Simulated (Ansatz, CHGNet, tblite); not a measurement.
Ladder of methods for the TO(Γ) frequency of zinc-blende ZnS

Reference value: 277 ± 3 cm⁻¹ (measured, room temperature, no zero-point or thermal correction, neutron, our sources range from 273 to 277; as tabulated in Vagelatos et al., J. Chem. Phys. (1974)).

```json
[
 {"level (code)": "GFN1-xTB (tblite)", "value (cm⁻¹)": "187", "cell (Å³/atom)": "22.43", "difference (%)": "-32"},
 {"level (code)": "CHGNet-r²SCAN", "value (cm⁻¹)": "229", "cell (Å³/atom)": "19.56", "difference (%)": "-17.3"},
 {"level (code)": "LDA (Ansatz)", "value (cm⁻¹)": "291", "cell (Å³/atom)": "18.57", "difference (%)": "+5.1"},
 {"level (code)": "PBE (Ansatz)", "value (cm⁻¹)": "260", "cell (Å³/atom)": "20.16", "difference (%)": "-6.1"},
 {"level (code)": "HSE06 (Ansatz)", "value (cm⁻¹)": "271", "cell (Å³/atom)": "19.96", "difference (%)": "-2.2"}
]
```

Once the reference is moved by up to 3.0 % (a margin picked here for doubts on the reference and the settings, and for temperature and zero-point motion) and values within 0.7 % count as equal, the nearest can be HSE06 (-2.2 %) or LDA (+5.1 %). Among them GFN1-xTB (-32 %) misses by most. Within 10 %: LDA, PBE, HSE06.

The measured value isn't corrected to a static lattice, so vibrations enter the comparison.  GFN1-xTB: the method was fitted mainly to molecules. GFN1-xTB: the run uses a supercell at the zone centre in place of a k mesh. Each level is taken at its own relaxed cell. K meshes differ between the levels. Ansatz's density-functional and Hartree–Fock values are scalar-relativistic unless marked +SOC, with PAW data made under PBE.

Machine-learned potentials (CHGNet-r²SCAN) are trained on DFT data: a solid inside that data is no test of them.

Differences are worked out from the printed values.

Ansatz is a first-principles code.
